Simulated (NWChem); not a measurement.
System: BCl3; SMILES ClB(Cl)Cl

NWChem input:

```
start job
memory heap 200 mb stack 900 mb global 1100 mb
geometry units angstroms noautoz
  B      0.000000     0.000000     0.000000
  Cl     0.876170     1.505687     0.000000
  Cl     0.865878    -1.511629     0.000000
  Cl    -1.742048     0.005942     0.000000
end
basis spherical
  * library 3-21g
end
dft
  xc b3lyp
  iterations 150
  mulliken
end
task dft energy
```

Output (shortened):

```
             Northwest Computational Chemistry Package (NWChem) 7.3.0
             --------------------------------------------------------

 C3H symmetry detected

                             Geometry "geometry" -> ""
                             -------------------------

 Output coordinates in angstroms (scale by  1.889725989 to convert to a.u.)

  No.       Tag          Charge          X              Y              Z
 ---- ---------------- ---------- -------------- -------------- --------------
    1 B                    5.0000     0.00000000    -0.00000000     0.00000000
    2 Cl                  17.0000     0.54868336     1.65339453     0.00000000
    3 Cl                  17.0000     1.15753999    -1.30187099     0.00000000
    4 Cl                  17.0000    -1.70622334    -0.35152354     0.00000000

 Effective nuclear repulsion energy (a.u.)     229.5139013649

      Symmetry information
      --------------------

 Group name             C3h
 Group number             22
 Group order               6
 No. of unique centers     2

                                 NWChem DFT Module
                                 -----------------

 Summary of "ao basis" -> "ao basis" (spherical)
 ------------------------------------------------------------------------------
       Tag                 Description            Shells   Functions and Types
 ---------------- ------------------------------  ------  ---------------------
 B                           3-21g                   5        9   3s2p
 Cl                          3-21g                   7       13   4s3p

      Symmetry analysis of basis
      --------------------------

        a'         13
        e'+        12
        e'-        12
        a"          5
        e"+         3
        e"-         3

  Rotation of axis

            General Information
            -------------------
          SCF calculation type: DFT
          Wavefunction type:  closed shell.
          No. of atoms     :     4
          No. of electrons :    56
           Alpha electrons :    28
            Beta electrons :    28
          Charge           :     0
          Spin multiplicity:     1
          Use of symmetry is: on ; symmetry adaption is: on
          Maximum number of iterations: 150
          AO basis - number of functions:    48
                     number of shells:    26
          Convergence on energy requested:  1.00D-06
          Convergence on density requested:  1.00D-05
          Convergence on gradient requested:  5.00D-04

              XC Information
              --------------
                         B3LYP Method XC Potential
                     Hartree-Fock (Exact) Exchange  0.200
                        Slater Exchange Functional  0.800 local
                    Becke 1988 Exchange Functional  0.720 non-local
              Lee-Yang-Parr Correlation Functional  0.810
                  VWN I RPA Correlation Functional  0.190 local

             Grid Information
             ----------------
          Grid used for XC integration:  medium
          Radial quadrature: Mura-Knowles
          Angular quadrature: Lebedev.
          Tag              B.-S. Rad. Rad. Pts. Rad. Cut. Ang. Pts.
          ---              ---------- --------- --------- ---------
          B                   0.85       49           7.0       434
          Cl                  1.00       88           8.0       590
          Grid pruning is: on
          Number of quadrature shells:   137
          Spatial weights used:  Erf1

      Superposition of Atomic Density Guess
      -------------------------------------

 Sum of atomic energies:       -1396.24897252

      Non-variational initial energy
      ------------------------------

 Total energy =   -1397.416415
 1-e energy   =   -2387.998554
 2-e energy   =     761.068237
 HOMO         =      -0.400441
 LUMO         =       0.064445

      Symmetry analysis of molecular orbitals - initial
      -------------------------------------------------

  Numbering of irreducible representations:

     1 a'          2 e'+         3 e'-         4 a"          5 e"+
     6 e"-

  Orbital symmetries:

     1 e'+         2 e'+         3 a'          4 a'          5 e'+
     6 e'+         7 a'          8 e'+         9 e'+        10 a'
    11 a"         12 e"+        13 e"+        14 e'+        15 e'+
    16 a'         17 a'         18 e'+        19 e'+        20 a'
    21 e'+        22 e'+        23 a"         24 e"+        25 e"+
    26 e'+        27 e'+        28 a'         29 a"         30 a'
    31 e'+        32 e'+        33 e'+        34 e'+        35 a"
    36 a'         37 e'+        38 e'+

     ---------------------------------------------
      Total Density - Mulliken Population Analysis
     ---------------------------------------------

    Atom       Charge   Shell Charges
 -----------   ------   -------------------------------------------------------
    1 B    5     4.15   1.99  0.41  0.78  0.49  0.48
    2 Cl  17    17.28   2.00  1.96  5.91  1.14  3.13  0.84  2.31
    3 Cl  17    17.28   2.00  1.96  5.91  1.14  3.13  0.84  2.31
    4 Cl  17    17.28   2.00  1.96  5.91  1.14  3.13  0.84  2.31

   convergence    iter        energy       DeltaE   RMS-Dens  Diis-err
 ---------------- ----- ----------------- --------- --------- ---------
 d= 0,ls=0.0,diis     1  -1398.6834231090 -1.63D+03  4.34D-02  8.28D-01
 d= 0,ls=0.0,diis     2  -1398.6036144616  7.98D-02  2.69D-02  1.34D+00
 d= 0,ls=0.0,diis     3  -1398.7994298038 -1.96D-01  3.30D-03  2.31D-02
 d= 0,ls=0.0,diis     4  -1398.8026426989 -3.21D-03  8.50D-04  1.68D-03
 d= 0,ls=0.0,diis     5  -1398.8028552367 -2.13D-04  6.80D-05  5.55D-06
 d= 0,ls=0.0,diis     6  -1398.8028561591 -9.22D-07  2.04D-06  1.67D-09

         Total DFT energy =    -1398.802856159098
      One electron energy =    -2388.162566379776
           Coulomb energy =      848.596158553069
    Exchange-Corr. energy =      -88.750349697287
 Nuclear repulsion energy =      229.513901364896

 Numeric. integr. density =       55.999999379891

                  Occupations of the irreducible representations
                  ----------------------------------------------

                     irrep           alpha         beta
                     --------     --------     --------
                     a'                8.0          8.0
                     e'+              14.0         14.0
                     e'-               0.0          0.0
                     a"                2.0          2.0
                     e"+               4.0          4.0
                     e"-               0.0          0.0

                       DFT Final Molecular Orbital Analysis
                       ------------------------------------

 Vector   26  Occ=2.000000D+00  E=-3.595603D-01  Symmetry=e"+
              MO Center= -2.4D-01,  8.4D-01,  5.6D-17, r^2= 3.4D+00
   Bfn.  Coefficient  Atom+Function         Bfn.  Coefficient  Atom+Function
  ----- ------------  ---------------      ----- ------------  ---------------
    18      0.495558  2 Cl pz                22      0.402835  2 Cl pz
    44     -0.380404  4 Cl pz                48     -0.309227  4 Cl pz
    14     -0.229305  2 Cl pz                40      0.176021  4 Cl pz
    31     -0.115155  3 Cl pz                35     -0.093608  3 Cl pz
    27      0.053284  3 Cl pz

 Vector   27  Occ=2.000000D+00  E=-3.595603D-01  Symmetry=e"+
              MO Center=  2.4D-01, -8.4D-01,  5.1D-17, r^2= 3.4D+00
   Bfn.  Coefficient  Atom+Function         Bfn.  Coefficient  Atom+Function
  ----- ------------  ---------------      ----- ------------  ---------------
    31      0.505737  3 Cl pz                35      0.411109  3 Cl pz
    44     -0.352595  4 Cl pz                48     -0.286622  4 Cl pz
    27     -0.234015  3 Cl pz                40      0.163153  4 Cl pz
    18     -0.153142  2 Cl pz                22     -0.124487  2 Cl pz
    14      0.070862  2 Cl pz

 Vector   28  Occ=2.000000D+00  E=-3.331520D-01  Symmetry=a'
              MO Center=  7.0D-16, -1.3D-16,  5.0D-21, r^2= 4.2D+00
   Bfn.  Coefficient  Atom+Function         Bfn.  Coefficient  Atom+Function
  ----- ------------  ---------------      ----- ------------  ---------------
    43      0.379981  4 Cl py                16      0.368213  2 Cl px
    47      0.295761  4 Cl py                29     -0.289932  3 Cl px
    20      0.286605  2 Cl px                30     -0.257783  3 Cl py
    33     -0.225668  3 Cl px                34     -0.200653  3 Cl py
    39     -0.173569  4 Cl py                12     -0.168194  2 Cl px

 Vector   29  Occ=0.000000D+00  E=-7.798963D-02  Symmetry=a"
              MO Center=  7.1D-18,  3.9D-17, -1.7D-16, r^2= 2.5D+00
   Bfn.  Coefficient  Atom+Function         Bfn.  Coefficient  Atom+Function
  ----- ------------  ---------------      ----- ------------  ---------------
     9      0.706137  1 B  pz                 5      0.554067  1 B  pz
    22     -0.318002  2 Cl pz                35     -0.318002  3 Cl pz
    48     -0.318002  4 Cl pz                18     -0.225728  2 Cl pz
    31     -0.225728  3 Cl pz                44     -0.225728  4 Cl pz
    14      0.102221  2 Cl pz                27      0.102221  3 Cl pz

 Vector   30  Occ=0.000000D+00  E= 3.066638D-02  Symmetry=a'
              MO Center=  1.0D-15,  5.6D-17,  3.4D-16, r^2= 3.6D+00
   Bfn.  Coefficient  Atom+Function         Bfn.  Coefficient  Atom+Function
  ----- ------------  ---------------      ----- ------------  ---------------
     6      2.434671  1 B  s                 19     -0.668711  2 Cl s
    32     -0.668711  3 Cl s                 45     -0.668711  4 Cl s
    46     -0.665060  4 Cl px                21      0.644469  2 Cl py
    34     -0.507449  3 Cl py                33      0.451192  3 Cl px
    42     -0.250095  4 Cl px                17      0.242350  2 Cl py

 Vector   31  Occ=0.000000D+00  E= 1.212923D-01  Symmetry=e'+
              MO Center= -1.7D-01,  2.1D-02, -2.7D-18, r^2= 3.8D+00
   Bfn.  Coefficient  Atom+Function         Bfn.  Coefficient  Atom+Function
  ----- ------------  ---------------      ----- ------------  ---------------
     7      1.927847  1 B  px                45      1.388982  4 Cl s
    46      1.058666  4 Cl px                19     -0.890450  2 Cl s
    21      0.771397  2 Cl py                 8      0.735906  1 B  py
    34     -0.601233  3 Cl py                 3      0.584138  1 B  px
    32     -0.498532  3 Cl s                  4      0.222996  1 B  py

     ---------------------------------------------
      Total Density - Mulliken Population Analysis
     ---------------------------------------------

    Atom       Charge   Shell Charges
 -----------   ------   -------------------------------------------------------
    1 B    5     5.01   1.98  0.46  1.35  0.49  0.73
    2 Cl  17    17.00   2.00  1.95  5.90  1.18  3.12  0.84  2.01
    3 Cl  17    17.00   2.00  1.95  5.90  1.18  3.12  0.84  2.01
    4 Cl  17    17.00   2.00  1.95  5.90  1.18  3.12  0.84  2.01

     -------------------------------------------
      Total Density - Lowdin Population Analysis
     -------------------------------------------

    Atom       Charge   Shell Charges
 -----------   ------   -------------------------------------------------------
    1 B    5     5.22   1.97  0.42  1.25  0.42  1.16
    2 Cl  17    16.93   2.00  1.95  5.84  1.03  2.96  0.80  2.35
    3 Cl  17    16.93   2.00  1.95  5.84  1.03  2.96  0.80  2.35
    4 Cl  17    16.93   2.00  1.95  5.84  1.03  2.96  0.80  2.35

     Multipole analysis of the density
     ---------------------------------

     L   x y z        total         alpha         beta         nuclear
     -   - - -        -----         -----         ----         -------
     0   0 0 0     -0.000000    -28.000000    -28.000000     56.000000

     1   1 0 0      0.000000      0.000000      0.000000     -0.000000
     1   0 1 0      0.000000      0.000000      0.000000      0.000000
     1   0 0 1     -0.000000     -0.000000     -0.000000      0.000000

     2   2 0 0    -33.910244   -155.131306   -155.131306    276.352368
     2   1 1 0     -0.000000     -0.000000     -0.000000     -0.000000
     2   1 0 1      0.000000      0.000000      0.000000      0.000000
     2   0 2 0    -33.910244   -155.131306   -155.131306    276.352368
     2   0 1 1     -0.000000     -0.000000     -0.000000      0.000000
     2   0 0 2    -31.883574    -15.941787    -15.941787      0.000000
```

Level: B3LYP/3-21G. Geometry: optimised at PBE0/def2-SVP.
